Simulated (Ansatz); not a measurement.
Species: C2H2, charge 0, triplet. This triplet is an excited state, 3.9 eV above the singlet at CCSD(T)/cc-pV5Z (Ansatz, a program for electronic structure). C2H2 (parent SMILES C#C, triplet).
B3LYP-D3(BJ)/def2-TZVP minimum from Ansatz:
```
C
C 1 1.3238
H 1 1.0925 2 128.66
H 2 1.0925 1 128.66 3 0.00
```
Charge 0, spin multiplicity 3.

Total energies in aug-cc-pVTZ, 10 correlated electrons, 2 frozen orbitals. UHF or UKS for unpaired electrons; spin-orbit terms are left out. Correlated methods leave the cores frozen. No relativity. The spin of C2H2 (parent SMILES C#C, triplet) was assumed, and the state is the lowest solution found for it.

```tsv
method	program	energy (Eh)	minus CCSDT(Q) (mEh)
HF	Ansatz	-76.75069	302.90
MP2	Ansatz	-77.01057	43.02
CCSD	Ansatz	-77.03783	15.76
CCSD(T)	Ansatz	-77.05126	2.33
CCSDT(Q)	Ansatz	-77.05359	0.00
```

Rough core times of Ansatz's runs on a shared machine: CCSD(T) under 20 s, CCSDT(Q) 30 min.
